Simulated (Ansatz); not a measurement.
A nudged elastic band was laid between two geometries of C$_{4}$H$_{6}$FN (12 atoms, charge 0, multiplicity 1).

Method: RKS r2SCANh/def2-SVP in Ansatz 0.2.0.

```yaml
movable_images: 7
climbing_image: yes
spring: 5.0 eV/Å²
optimiser: quadratic models (default)
start_path: IDPP
force_threshold: 0.03 eV/Å
iteration_limit: 60
end_points: relaxed
```

Initial state:

```xyz
12
Properties=species:S:1:pos:R:3
C 0.421 -2.250 -1.174
C -0.163 -1.199 -0.660
C -0.719 -0.143 -0.112
F -1.959 0.239 -0.460
C -0.089 0.743 0.916
N 0.053 2.096 0.412
H 1.024 -2.184 -2.087
H 0.323 -3.242 -0.717
H -0.770 0.770 1.784
H 0.844 0.252 1.256
H 0.792 2.135 -0.287
H 0.321 2.728 1.162
```

Final state:

```xyz
12
Properties=species:S:1:pos:R:3
C 0.101 -2.537 -0.755
C 0.045 -1.232 -0.693
C -0.002 0.073 -0.591
F -0.417 0.834 -1.631
C 0.378 0.908 0.588
N -0.747 1.727 1.003
H 1.007 -3.058 -1.084
H -0.759 -3.160 -0.485
H 0.674 0.235 1.405
H 1.286 1.482 0.298
H -1.028 2.322 0.226
H -0.462 2.352 1.752
```

Q: What changes between the two ends?

A: No bond is made or broken. The dihedral F4–C3–C5–H10 goes from 171 to -67°.

Q: Give the energies along the band, and the barrier.

A: It converged. The highest image is number 4 of 0 to 8, 0.144 eV above the first end and 0.164 eV above the last; the last end lies 0.020 eV below the first. A vibrational analysis at the climbing image gives one clearly imaginary mode, 116i cm⁻¹: a first-order saddle point.

```
image  path coordinate (Å)  energy (eV)  dihedral F4–C3–C5–H10 (°)
    0                 0.00        0.000                        171
    1                 0.59        0.016                       -178
    2                 1.19        0.061                       -164
    3                 1.78        0.117                       -147
    4                 2.37        0.144                       -129
    5                 2.96        0.117                       -110
    6                 3.54        0.055                        -93
    7                 4.13        0.000                        -79
    8                 4.71       -0.020                        -67
```

Q: What is the geometry of the highest image?

A: 
```xyz
12
Properties=species:S:1:pos:R:3
C 0.212 -2.535 -0.858
C -0.106 -1.284 -0.650
C -0.403 -0.030 -0.402
F -1.258 0.632 -1.201
C 0.160 0.804 0.732
N -0.337 2.161 0.674
H 1.054 -2.817 -1.502
H -0.356 -3.357 -0.405
H -0.162 0.357 1.686
H 1.265 0.698 0.707
H -0.041 2.614 -0.188
H 0.049 2.701 1.442
```

Q: What are the harmonic wavenumbers there?

A: 116i, 152, 208, 244, 318, 480, 498, 614, 648, 766, 822, 918, 1007, 1015, 1107, 1170, 1249, 1277, 1331, 1422, 1487, 1494, 1647, 2102, 2962, 3076, 3120, 3206, 3552, 3644 cm⁻¹.

The band took 15 iterations and of the order of 14 core-minutes.

Time of the run: 7.1 min on 2 threads of Arm Neoverse V1, with other jobs on the host, peak memory 0.28 GiB.
